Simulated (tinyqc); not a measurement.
Orbital energy against energy difference: ionisation energy by orbital energies and by energy differences in the cc-pvdz basis, for CH4, spin multiplicity 1. Computed by the program tinyqc with PySCF. The cation is unrestricted; errors are against CCSD(T) in this basis, not against experiment.

Geometry (angstrom):
```
atom        x        y        z
C      0.0000   0.0000   0.0000
H      0.6030   0.6030   0.6030
H      0.6030  -0.6030  -0.6030
H     -0.6030   0.6030  -0.6030
H     -0.6030  -0.6030   0.6030
```

CCSD(T) difference in the same basis = 14.4806 eV

IP-EOM-CCSD = 14.4595 eV

First vertical ionisation energy (eV):
```
method     -e(HOMO)  E(cation) - E  error of -e(HOMO)  error of the difference
HF          15.0815      13.554552             0.6009                  -0.9260
LDA          9.4731      14.434863            -5.0075                  -0.0457
PBE          9.4639      14.332025            -5.0167                  -0.1485
B3LYP       10.8246      14.495044            -3.6560                   0.0145
CAM-B3LYP   12.6000      14.505797            -1.8806                   0.0252
LC-wPBE     14.1055      14.547110            -0.3750                   0.0665
```

Estimate the missing row, method = PBE0.

Computed row:
```
method  -e(HOMO)  E(cation) - E  error of -e(HOMO)  error of the difference
PBE0     11.0840      14.423356            -3.3966                  -0.0572
```

Koopmans errs by +0.60 eV and Delta-HF by -0.93 eV: relaxation, 1.53 eV, lowers the value and the missing correlation difference works against it. The PBE level is off by -5.0 eV through the wrong tail of its potential, though its energy difference is off by -0.15 eV; exact exchange deepens the level, and among the orbital energies LC-wPBE comes closest; among the differences B3LYP does.
